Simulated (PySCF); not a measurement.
**XPS shifts beside NMR shieldings**

Species: C₄H₁₀N (charge +1).
Cartesian coordinates in Å at the GFN2-xTB level; atoms count from 1:
```
atom  x, y, z in Å
C1     1.9250   -0.4691   -0.1510
C2     0.8643    0.3803    0.3946
N3    -0.3796    0.2229    0.1318
C4    -1.4033    1.0723    0.6816
C5    -0.8365   -0.8294   -0.7430
H6     2.8945   -0.1996    0.2556
H7     1.9656   -0.3782   -1.2397
H8     1.7300   -1.5241    0.0534
H9     1.1375    1.1938    1.0569
H10   -0.9780    1.8394    1.3253
H11   -2.1075    0.4729    1.2612
H12   -1.9561    1.5544   -0.1264
H13   -0.3806   -0.7337   -1.7302
H14   -1.9174   -0.7859   -0.8487
H15   -0.5623   -1.8080   -0.3434
```

Binding energies: PySCF 2.14.0, delta-SCF UKS SCAN, pcX-2 on the ionised atom, pcseg-1 elsewhere, spin-free X2C. Shieldings: GIAO PBE0/pcSseg-1, non-relativistic, same geometry.

```csv
atom,C 1s (eV)
C1,296.27
C2,298.10
C4,297.13
C5,297.19
```

Question: What are the absolute isotropic shieldings of these atoms?

Answer: 
```
atom      environment  C 1s (eV)  isotropic shielding (ppm)
  C1    methyl carbon     296.27                      165.6
  C4  N-methyl carbon     297.13                      135.1
  C5  N-methyl carbon     297.19                      145.0
  C2       C=N carbon     298.10                       -6.1
```

Question: Among the listed atoms, is the one with the highest binding energy also the least shielded?

Answer: Yes: C2 has both (298.10 eV, -6.1 ppm).

By binding energy: C1 < C4 < C5 < C2. By shielding: C2 < C4 < C5 < C1.

Spin contamination (⟨S²⟩ against 0.75 for a pure doublet) is marked for C 1s of C2 (0.87), which makes this value less certain. The species carries charge +1, so core ionisation leaves charge +2. Geometry: GFN2-xTB; no solvent, vibrations or thermal averaging.
